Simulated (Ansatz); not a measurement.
in.yaml

```yaml
crystal:
  periodic: [false, false, false]
  atoms:
    - {symbol: Hf, position_ang: [0.000000, 0.000000, 1.564473]}
    - {symbol: O, position_ang: [0.000000, 0.000000, -0.305590]}
    - {symbol: H, position_ang: [0.000000, 0.000000, -1.258884]}
basis:
  gaussian: {orbitals: def2-SVP}
total_charge: 1
magnetization: {spin_polarized: true, initial_magnetization: 2}
correlation: {method: bccd_t, electrons: outside_noble_gas, diis_vectors: 4}
scf: {omitted_lower_state_checks: [cluster_reference]}
output: {forces: true}
```

```sh
$ ansatz run in.yaml --threads 1 --pin off --events-out ev --progress --plain --max-ram 2393MiB
```

The program prints:

```
these checks for a lower state are left out or cut short: cluster_reference
505 factors; integrals over basis functions are off by at most 1.0e-3 eV
mean field evaluation 1: about -3312.7918 eV, gradient 6.2e1 eV
mean field evaluation 2: about -3312.8739 eV, gradient 6.2e1 eV
mean field evaluation 4: about -3335.6639 eV, gradient 1.0e1 eV
mean field evaluation 8: about -3336.8301 eV, gradient 8.7e-1 eV
mean field evaluation 16: about -3336.8738 eV, gradient 1.9e-6 eV
mean field evaluation 32: about -3336.1101 eV, gradient 4.1e0 eV
mean field evaluation 64: about -3328.0306 eV, gradient 2.8e1 eV
mean field evaluation 96: about -3336.7995 eV, gradient 3.6e-1 eV
mean field -3336.87382968 eV, -122.6278514264 hartree, gradient 5.3e-6 eV, S^2 2.006379; 5 other end points of the search recorded, 0 dependent functions left out
5 core orbitals not correlated: weight in the atoms' cores, before any rotation towards them, 0.957 or more for the frozen orbitals, at most 0.036 for the correlated occupied ones
reference -3336.87382968 eV, -122.6278514264 hartree; 6, 4 occupied and 40, 42 virtual orbitals, 505 factors
second order -6.23026012 eV of doubles, -0.00000000 eV of singles
cycle   1  -6.03617605 eV  change    1.9e-1 eV  update   9.7e-2
cycle   2  -6.24835866 eV  change   -2.1e-1 eV  update   4.6e-2
cycle   3  -6.30588965 eV  change   -5.8e-2 eV  update   2.1e-2
cycle   4  -6.29934046 eV  change    6.5e-3 eV  update   6.3e-3
cycle   5  -6.29521153 eV  change    4.1e-3 eV  update   1.9e-3
cycle   6  -6.29552966 eV  change   -3.2e-4 eV  update   6.8e-4
cycle   7  -6.29516912 eV  change    3.6e-4 eV  update   3.0e-4
cycle   8  -6.29538768 eV  change   -2.2e-4 eV  update   1.6e-4
cycle   9  -6.29542820 eV  change   -4.1e-5 eV  update   7.9e-5
cycle  10  -6.29545846 eV  change   -3.0e-5 eV  update   3.7e-5
cycle  11  -6.29547763 eV  change   -1.9e-5 eV  update   1.8e-5
cycle  12  -6.29547343 eV  change    4.2e-6 eV  update   6.7e-6
cycle  13  -6.29547416 eV  change   -7.3e-7 eV  update   3.2e-6
cycle  14  -6.29547091 eV  change    3.3e-6 eV  update   1.6e-6
cycle  15  -6.29547123 eV  change   -3.2e-7 eV  update   6.8e-7
perturbative correction -0.23929430 eV, -0.0087939033 hartree
the calculation of the forces begins
Total energy: -3343.40859521 eV, -122.8679996302 hartree
Atom 0 at     0.000000     0.000000     1.564473 Å, force     0.000000    -0.000000    -0.467622 eV/Å
Atom 1 at     0.000000     0.000000    -0.305590 Å, force    -0.000000     0.000000     1.170165 eV/Å
Atom 2 at     0.000000     0.000000    -1.258884 Å, force    -0.000000    -0.000000    -0.702543 eV/Å
Dipole moment:     0.000000    -0.000000     0.334819 e Å
Checks for a lower state left out: cluster_reference
```

Forces (eV/Å):
```
Hf   0.000  0.000 -0.468
O    0.000  0.000  1.170
H    0.000  0.000 -0.703
```

Ran on 1 thread of AMD EPYC, shared host: 11 s wall, 0.26 GiB peak host memory.
